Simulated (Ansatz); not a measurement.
## Na, bcc: geometry optimisation

These are results of DFT, revPBE, plane waves (420 eV) with PAW, scalar-relativistic in Ansatz 0.2.0, not measurements. (PAW data from PBE, frozen cores regenerated.)

k-point mesh 11×11×11, Fermi-Dirac smearing 0.1 eV, no spin polarisation. Cell and atoms relax.

Starting structure:

```yaml
crystal:
  lattice:
    - [-2.1125, 2.1125, 2.1125]
    - [2.1125, -2.1125, 2.1125]
    - [2.1125, 2.1125, -2.1125]
  atoms:
    - { symbol: Na, position: [0.0, 0.0, 0.0] }
hamiltonian:
  xc: revpbe
  pseudopotentials:
    kind: paw
    azcp:
      Na: "pseudopotentials/Na.paw.azcp"
basis:
  ecutwfc: 420
  fft_grid_basis: typed
kpoints:
  mp_grid: { grid: [11, 11, 11], shift: [0, 0, 0] }
magnetization:
  spin_polarized: false
scf:
  occupations: { method: fermi_dirac, width: 0.1 }
relax:
  max_steps: 60
  f_tol: 0.01
  cell: {}
```

**Question.** What cell does the relaxation end in?

**Answer.** Im-3m with a = 4.283 Å; 39.29 Å³ per atom against 37.71 at the start (4.2 %).

**Question.** How much energy does the relaxation gain?

**Answer.** 1.6 meV per atom.
